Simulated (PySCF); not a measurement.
Gas-phase reaction: Si₂H₆ = 2 SiH₃

Energies from PySCF, thermal terms from the rigid-rotor harmonic-oscillator model, ideal gas at 1 bar. † marks an energy on the PBE0/def2-TZVP geometry and frequencies; other levels use their own. MP2 and CCSD(T) freeze the core. Open shells (unrestricted): SiH₃ (multiplicity 2); the rest are closed-shell singlets. B3LYP is the form with VWN-RPA correlation. MP2 isn't extrapolated to the basis-set limit; its ΔH°(298 K) is 292.5 kJ in def2-SVP and 309.8 kJ in def2-TZVPP. CCSD(T) isn't extrapolated to the basis-set limit; its ΔH°(298 K) is 293.4 kJ in def2-SVP and 310.3 kJ in def2-TZVPP. The harmonic model lacks anharmonicity and excited electronic states, which grow with temperature; levels with a mode under 35 cm⁻¹ are left out. Internal rotation in Si₂H₆ is treated as a harmonic vibration of one conformer, which makes the entropy rough.

| level | ΔE electronic, kJ | ΔH°(298 K), kJ | ΔS°(298 K), J/K | ΔG°(1000 K), kJ |
|---|---|---|---|---|
| B3LYP/def2-TZVP† | 308 | 297 | 160 | 140 |
| BLYP/def2-TZVP† | 300 | 288 | 160 | 131 |
| CCSD(T)/def2-SVP† | 305 | 293 | 160 | 137 |
| MP2/def2-SVP† | 304 | 293 | 160 | 136 |
| MP2/def2-TZVPP† | 322 | 310 | 160 | 153 |
| PBE0/def2-QZVP† | 317 | 305 | 160 | 148 |
| PBE0/def2-SVP† | 317 | 305 | 160 | 149 |
| PBE0/def2-TZVP | 317 | 305 | 160 | 149 |
| r2SCAN/def2-TZVP† | 307 | 295 | 160 | 139 |
| ωB97X-V/def2-TZVP† | 341 | 329 | 160 | 172 |
ΔH° is lowest at BLYP/def2-TZVP† and highest at ωB97X-V/def2-TZVP†. No reference value is set beside these.
